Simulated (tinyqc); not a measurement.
Worked calculation: Pariser-Parr-Pople SCF with singles CI, for the molecule c1ccsc1 (SMILES; centres numbered as the heavy atoms are written). Computed by tinyqc, a small Python program that keeps every step. Settings: charge = 0, gamma = MN, start = huckel, damping = 0.5, iteration cap = 80, excitations kept = 6. Command: `OMP_NUM_THREADS=1 python tinyqc.py 30245 30246 out.jsonl` (the two numbers bound the seeds that draw the settings). One thread of a shared host (Intel(R) Xeon(R) Processor @ 2.60GHz), about 0.01 s of CPU time with the checks. Later iterations appear only in the table of the cycle.

## PPP integrals

Centres (angstrom, eV; a flat drawing with bonds scaled to 1.40 angstrom):
```
centre        x        y  core charge z        W  gamma_rr
1C       1.1910   0.0000              1  11.9000   12.6000
2C       0.3680   1.1330              1  11.9000   12.6000
3C      -0.9630   0.7000              1  11.9000   12.6000
4S      -0.9630  -0.7000              2  23.0900   11.2200
5C       0.3680  -1.1330              1  11.9000   12.6000
```

Resonance integrals (eV):
```
i  j     beta
1  2  -2.3900
2  3  -2.3900
3  4  -2.1400
4  5  -2.1400
5  1  -2.3900
```

Mataga-Nishimoto: gamma = 14.399645/(R + a), a = 2 x 14.399645/(gamma_rr + gamma_ss); H_rr = -W_r - sum_(s != r) z_s gamma_rs; H_rs = beta for bonds.

repulsion gamma_rs (eV):
```
         1C       2C       3C       4S       5C
1C  12.6000   5.6620   4.2256   4.1451   5.6620
2C   5.6620  12.6000   5.6636   4.1446   4.2242
3C   4.2256   5.6636  12.6000   5.5191   4.2251
4S   4.1451   4.1446   5.5191  11.2200   5.5199
5C   5.6620   4.2242   4.2251   5.5199  12.6000
```

core matrix H (eV):
```
          1C        2C        3C        4S        5C
1C  -35.7398   -2.3900    0.0000    0.0000   -2.3900
2C   -2.3900  -35.7391   -2.3900    0.0000    0.0000
3C    0.0000   -2.3900  -37.0526   -2.1400    0.0000
4S    0.0000    0.0000   -2.1400  -42.4187   -2.1400
5C   -2.3900    0.0000    0.0000   -2.1400  -37.0511
```

## Starting guess

pi electrons, sum of z_r less the charge = 6

Orbitals of the Hueckel matrix of the beta values.

P at the start:
```
         1C       2C       3C       4S       5C
1C   1.1906   0.6379  -0.2342  -0.2571   0.6602
2C   0.6379   1.1906   0.6602  -0.2571  -0.2342
3C  -0.2342   0.6602   1.1947   0.6385  -0.2525
4S  -0.2571  -0.2571   0.6385   1.2293   0.6385
5C   0.6602  -0.2342  -0.2525   0.6385   1.1947
```

## Iteration 1: Fock matrix

F_rr = H_rr + P_rr gamma_rr / 2 + sum_(s != r) P_ss gamma_rs; F_rs = H_rs - P_rs gamma_rs / 2; E = tr P (H + F) / 2 + core repulsion sum_(r<s) z_r z_s gamma_rs.

F (eV):
```
         1C       2C       3C        4S       5C
1C  -4.5889  -4.1958   0.4949    0.5328  -4.2590
2C  -4.1958  -4.5885  -4.2595    0.5327   0.4948
3C   0.4949  -4.2595  -5.9190   -3.9019   0.5334
4S   0.5328   0.5327  -3.9019  -12.4639  -3.9021
5C  -4.2590   0.4948   0.5334   -3.9021  -5.9201
```

pi energy = -86.1039 eV

## Iteration 1: orbitals and new P

Diagonalise F (the basis is taken as orthonormal) and form P = 2 sum c c over the lowest orbitals; 0.5 of the old P is kept.

orbital energies (eV): -15.7021  -10.2406  -9.0605  -0.6918  2.2146

P after iteration 1:
```
         1C       2C       3C       4S       5C
1C   1.1244   0.6167  -0.1588  -0.2485   0.7100
2C   0.6167   1.1244   0.7100  -0.2485  -0.1589
3C  -0.1588   0.7100   1.1513   0.5535  -0.3410
4S  -0.2485  -0.2485   0.5535   1.4485   0.5535
5C   0.7100  -0.1589  -0.3410   0.5535   1.1514
```

## Iteration 2: Fock matrix

As before.

F (eV):
```
         1C       2C       3C        4S       5C
1C  -4.9014  -4.1360   0.3356    0.5150  -4.4000
2C  -4.1360  -4.9012  -4.4006    0.5149   0.3355
3C   0.3356  -4.4006  -5.8207   -3.6675   0.7203
4S   0.5150   0.5149  -3.6675  -12.2619  -3.6677
5C  -4.4000   0.3355   0.7203   -3.6677  -5.8213
```

pi energy = -87.0451 eV

## Iteration 2: orbitals and new P

As before.

orbital energies (eV): -15.2903  -10.5772  -9.2003  -0.5323  1.8937

P after iteration 2:
```
         1C       2C       3C       4S       5C
1C   1.0920   0.5985  -0.1193  -0.2407   0.7420
2C   0.5985   1.0920   0.7420  -0.2406  -0.1193
3C  -0.1193   0.7420   1.1211   0.5013  -0.3853
4S  -0.2407  -0.2406   0.5013   1.5736   0.5013
5C   0.7420  -0.1193  -0.3853   0.5013   1.1212
```

## Convergence

Stop when output and input P, before any damping, agree to 1e-7.

Course of the cycle:
```
iteration      E (eV)  largest |P(out) - P(in)|
1          -86.103930                  4.38e-01
2          -87.045059                  2.50e-01
3          -87.574270                  1.45e-01
4          -87.862815                  8.49e-02
5          -88.017285                  5.05e-02
6          -88.099039                  3.06e-02
7          -88.141996                  1.88e-02
8          -88.164465                  1.17e-02
9          -88.176184                  7.44e-03
10         -88.182288                  4.78e-03
11         -88.185464                  3.38e-03
...               ...                       ...
36         -88.188919                  1.82e-06
37         -88.188919                  1.35e-06
38         -88.188919                  9.93e-07
39         -88.188919                  7.33e-07
40         -88.188919                  5.41e-07
41         -88.188919                  3.99e-07
42         -88.188919                  2.95e-07
43         -88.188919                  2.18e-07
44         -88.188919                  1.61e-07
45         -88.188919                  1.19e-07
46         -88.188919                  8.75e-08
```

Converged in 46 iterations.

## Converged orbitals

Charges are z - P_rr.

orbital energies (eV): -14.7893  -10.8965  -9.4607  -0.3866  1.5141

coefficients:
```
       MO1      MO2      MO3      MO4      MO5
1C  0.2292   0.5885   0.3628  -0.3180  -0.6069
2C  0.2293   0.5886  -0.3626  -0.3178   0.6070
3C  0.3643   0.1721  -0.6070   0.5811  -0.3628
4S  0.7934  -0.4980  -0.0001  -0.3499   0.0000
5C  0.3643   0.1719   0.6070   0.5812   0.3626
```

pi charges: 1C -0.0610, 2C -0.0610, 3C -0.0614, 4S 0.2449, 5C -0.0614

## Singles CI, singlets

Over the 6 single excitations with the smallest orbital gaps: A = (e_a - e_i) delta + 2 (ia|jb) - (ij|ab), with (pq|rs) = sum c_mp c_mq gamma_mn c_nr c_ns. f = 2/3 w |mu|^2 in atomic units, mu = sqrt2 sum c_ia sum_m c_mi c_ma R_m.

singlet CI matrix (eV):
```
         3>4     2>4     3>5      2>5      1>4      1>5
3>4   6.2243  0.0005  0.0006  -0.0134   0.0003   0.4603
2>4   0.0005  6.7773  1.0739   0.0001   0.2212   0.0002
3>5   0.0006  1.0739  7.5154   0.0000   0.3183   0.0003
2>5  -0.0134  0.0001  0.0000   8.7995   0.0002   0.2145
1>4   0.0003  0.2212  0.3183   0.0002  10.1019  -0.0001
1>5   0.4603  0.0002  0.0003   0.2145  -0.0001  11.9790
```

singlet excitation energies (eV): 6.0108  6.1874  8.2028  8.7858  10.1810  12.0296

oscillator strengths: 0.0346  0.4203  1.0122  0.2169  0.0330  0.0358

## Singles CI, triplets

Over the 6 single excitations with the smallest orbital gaps: A = (e_a - e_i) delta - (ij|ab), with (pq|rs) = sum c_mp c_mq gamma_mn c_nr c_ns.

triplet CI matrix (eV):
```
         3>4      2>4      3>5      2>5      1>4      1>5
3>4   2.1549  -0.0002  -0.0002  -1.1275  -0.0004  -1.1764
2>4  -0.0002   4.6577  -1.1275   0.0003  -0.1108   0.0003
3>5  -0.0002  -1.1275   4.5465   0.0004  -1.1764   0.0005
2>5  -1.1275   0.0003   0.0004   5.3836   0.0003  -1.1197
1>4  -0.0004  -0.1108  -1.1764   0.0003   8.1128   0.0001
1>5  -1.1764   0.0003   0.0005  -1.1197   0.0001  11.0684
```

triplet excitation energies (eV): 1.5733  3.2862  5.5515  5.6527  8.4793  11.3809
